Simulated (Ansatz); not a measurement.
System: N2O, charge 0, multiplicity 1. 
Structure (B3LYP-D3(BJ)/def2-TZVP (Ansatz, an electronic-structure program) minimum search):
```
N
N 1 1.1210
O 1 1.1826 2 180.00
```
Charge 0, spin multiplicity 1.

Basis-set convergence of Hartree-Fock and CCSD correlation energies (hartree) with Ansatz. Correlated levels leave the core frozen unless marked. No spin-orbit coupling. Non-relativistic.

| basis | functions | E(HF) | E(corr, CCSD) |
|---|---|---|---|
| aug-cc-pVDZ | 69 | -183.71068 | -0.53120 |
| aug-cc-pVTZ | 138 | -183.75323 | -0.63051 |
| aug-cc-pVQZ | 240 | -183.76513 | -0.66305 |

Extrapolating the two largest sets (X = 3 and 4) as X^-3: E(corr) = (64·(-0.66305) - 27·(-0.63051))/37 = -0.6868 Eh, an estimate of the basis-set limit. The largest set recovers 96.5 % of it, the smallest 77.3 %.
